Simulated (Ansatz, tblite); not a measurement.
**The cluster GeBr2+: a ladder of methods and basis sets**

How do method and basis change the picture of the cluster GeBr2+ (doublet)?

Computed with Ansatz 0.2.0, Gaussian basis. Level: as each input shows.

The runs, in order: GFN1-xTB, GFN2-xTB, PBE-D4/def2-TZVP, r2SCAN-D4/def2-TZVP, PBE-QIDH/def2-TZVP, BHLYP-D4/def2-TZVP, LDA/def2-TZVP, B2PLYP/def2-TZVP, CAM-B3LYP-D4/def2-TZVP, PBE+5HF/def2-TZVP, PBE+10HF/def2-TZVP, PBE+15HF/def2-TZVP, PBE+35HF/def2-TZVP, PBE+50HF/def2-TZVP, PBE-D4/def2-SVP, PBE0-D4/def2-SVP, CCSD(T)/def2-SVP, MP2/def2-TZVP, RPA/def2-TZVP.

1 further run of the same task is left out (set aside as unsound or not needed).

## 1. The geometry

The geometry is that of the doublet, from an earlier relaxation (r2SCAN-D4/def2-TZVP). At that level it is the lowest of the isomers that a small search found.

3 atoms, charge 1, spin multiplicity 2.

Bond lengths: Ge1–Br2 2.234 Å, Ge1–Br3 2.234 Å. Angles: Br2–Ge1–Br3 121.3°.

The ion is computed in the gas phase, without counter-ions or solvent.

PBE0-D4/def2-TZVP was run before; its log isn't repeated, and its numbers join the tables.

## 2. GFN1-xTB

Tight binding, by tblite at 300 K electronic temperature and without a spin-polarisation term:

```python
tblite.interface.Calculator('GFN1-xTB', numbers, positions, charge=1, uhf=1).singlepoint()
```

Energy -244.9995 eV; 0.003 s.

## 3. GFN2-xTB

Tight binding, by tblite at 300 K electronic temperature and without a spin-polarisation term:

```python
tblite.interface.Calculator('GFN2-xTB', numbers, positions, charge=1, uhf=1).singlepoint()
```

Energy -263.4179 eV; 0.004 s.

## 4. PBE-D4/def2-TZVP

start.molden holds the orbitals of an earlier run on this state, given as this run's starting guess.

in.yaml reads:

```yaml
crystal:
  periodic: [false, false, false]
  atoms:
    - {symbol: Ge, position_ang: [-0.490330, 0.427435, 0.331727]}
    - {symbol: Br, position_ang: [1.481534, 0.056731, 1.313189]}
    - {symbol: Br, position_ang: [-0.991203, -0.484165, -1.644926]}
basis:
  gaussian: {orbitals: def2-TZVP, initial_orbitals: start.molden}
total_charge: 1
magnetization: {spin_polarized: true, initial_magnetization: 1}
hamiltonian: {xc: pbe, dispersion: d4}
scf: {omitted_lower_state_checks: [starts]}
output: {orbitals: {seedname: orbitals}}
```

The run is started by

```
$ ansatz run in.yaml --threads 4 --pin off --events-out ev --progress --plain --max-ram 3916MiB
```

Further steps of the session: r2SCAN-D4/def2-TZVP; PBE-QIDH/def2-TZVP; BHLYP-D4/def2-TZVP; LDA/def2-TZVP; B2PLYP/def2-TZVP; CAM-B3LYP-D4/def2-TZVP; PBE+5HF/def2-TZVP; PBE+10HF/def2-TZVP; PBE+15HF/def2-TZVP; PBE+35HF/def2-TZVP; PBE+50HF/def2-TZVP; PBE-D4/def2-SVP; PBE0-D4/def2-SVP; CCSD(T)/def2-SVP; MP2/def2-TZVP; RPA/def2-TZVP.

Before running them: what should the planned runs give, taken together? Wanted: gap in def2-TZVP, named functionals, smallest and largest; gap over the share of exact exchange; correlation energy, CCSD(T)/def2-SVP; correlation energy, MP2/def2-TZVP; ⟨S²⟩ in def2-TZVP, named functionals, smallest and largest; PBE0 total energy, smallest basis above largest.

The runs gave:

```
                                                  quantity                                  value
 gap in def2-TZVP, named functionals, smallest and largest  0.60 eV (LDA), 4.87 eV (CAM-B3LYP-D4)
                      gap over the share of exact exchange           0.83 eV at 0, 4.80 eV at 0.5
                      correlation energy, CCSD(T)/def2-SVP                              -18.11 eV
                         correlation energy, MP2/def2-TZVP                              -20.21 eV
⟨S²⟩ in def2-TZVP, named functionals, smallest and largest                           0.751, 0.762
           PBE0 total energy, smallest basis above largest         24.20 eV (def2-SVP, def2-TZVP)
```

In words: Orbital gaps of the named functionals in def2-TZVP span 0.60 eV (LDA) to 4.87 eV (CAM-B3LYP-D4); exact exchange widens it. Raising the share of exact exchange from 0 to 0.5 moves the HOMO by -2.37 eV and the LUMO by +1.60 eV. Over the named functionals in def2-TZVP spin contamination reaches 0.01 (BHLYP-D4), which is small.
